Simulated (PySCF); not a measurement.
AlC: from constants to spectrum

UHF-CCSD(T) constants of AlC, ⁴Σ⁻ (quartet), unpaired electrons σ ↑, π ↑↑ (Al 6-31G(d,p), C 6-31G(d,p); no relativity (PySCF 2.14); masses 26.9815 and 12.0000 u):

```
ωe           : 670.6 cm⁻¹
ωexe         : 4.09 cm⁻¹
Be           : 0.52475 cm⁻¹
αe           : 0.00471 cm⁻¹
De to Al + C : 3.13 eV
```

What force constant and bond length do these constants imply?

Reduced mass μred = 8.3059 u; k = 5.8918×10⁻⁷·μred·ωe² (u, cm⁻¹, mdyn/Å) = 2.20 mdyn/Å; Re = √(16.8576/(μred·Be)) (u, cm⁻¹, Å) = 1.967 Å.

Estimate the centrifugal constant D from the Kratzer relation and find the Dunham coefficient a1.

D = 4Be³/ωe² = 1.29e-06 cm⁻¹; a1 = −1 − αeωe/(6Be²) = -2.91.

Correlated steps freeze 6 core orbitals. Correlated levels converge slowly with the basis: in double zeta they bind strong bonds too weakly, by up to about 1 eV, and carry superposition errors of some tenths. The CCSD T1 diagnostic is raised, a sign that a single reference may not be enough here. The state was picked by a PBE0 search and need not be the measured ground state.
